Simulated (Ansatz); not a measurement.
# C2H2F3O: the cost of one run

Program: Ansatz 0.2.0. Level of theory: the levels named in each step. These are calculated values, not measurements.

## (1) Starting point

Bond lengths: O1–C2 1.300 Å, C2–C3 1.568 Å, C3–F4 1.342 Å, C3–F5 1.329 Å, C3–F6 1.329 Å, C2–H7 1.117 Å, C2–H8 1.117 Å. Angles: O1–C2–C3 114.3°, O1–C2–H7 112.6°, O1–C2–H8 112.5°, C3–C2–H7 105.7°, C3–C2–H8 105.7°, H7–C2–H8 105.3°, C2–C3–F4 109.8°, C2–C3–F5 111.9°, C2–C3–F6 111.9°, F4–C3–F5 107.4°, F4–C3–F6 107.4°, F5–C3–F6 108.3°.

Structure file:

```xyz
8

O    -1.8443    0.0345   -0.9578
C    -1.2708    0.0096    0.2090
C     0.2959   -0.0056    0.1575
F     0.7913   -0.0333    1.4044
F     0.7605   -1.0766   -0.4780
F     0.7826    1.0773   -0.4390
H    -1.5442    0.8885    0.8413
H    -1.5625   -0.8865    0.8092
```

## (2) A rough first relaxation, PBE-D4/def2-SVP

This run stands in another session on the same molecule. It ended at:

```xyz
8

O    -1.8592    0.0353   -0.9765
C    -1.2333    0.0091    0.2079
C     0.3032   -0.0059    0.1619
F     0.7963   -0.0336    1.4255
F     0.7623   -1.0907   -0.4926
F     0.7848    1.0919   -0.4535
H    -1.5642    0.8741    0.8528
H    -1.5815   -0.8721    0.8211
```

## (3) Relaxation, HF/STO-3G

Input file input.yaml:

```yaml
crystal:
  periodic: [false, false, false]
  atoms:
    - { symbol: O, position_ang: [-1.8592408, 0.03532141, -0.97654123] }
    - { symbol: C, position_ang: [-1.23333772, 0.00905465, 0.20785899] }
    - { symbol: C, position_ang: [0.30324461, -0.00593536, 0.16191993] }
    - { symbol: F, position_ang: [0.79630797, -0.03363, 1.4254919] }
    - { symbol: F, position_ang: [0.76231345, -1.09066426, -0.4926226] }
    - { symbol: F, position_ang: [0.78484387, 1.09191249, -0.45346628] }
    - { symbol: H, position_ang: [-1.5642149, 0.87409623, 0.85279498] }
    - { symbol: H, position_ang: [-1.58152649, -0.87211516, 0.82113431] }
magnetization:
  spin_polarized: true
  initial_magnetization: 1
basis:
  gaussian: { orbitals: STO-3G }
hamiltonian:
  xc: hf
relax:
  f_tol: 0.002
  max_steps: 150
```

Launch:

```bash
ansatz run input.yaml --threads 4 --pin off --max-ram 10240MiB --backend cpu --events-out ev --progress --plain --runs-dir out
```

**Question.** How long does this run take on 4 threads of AMD EPYC (Zen 3), shared host, and how much memory does it need?

About 16 s, with a peak of 0.11 GiB.
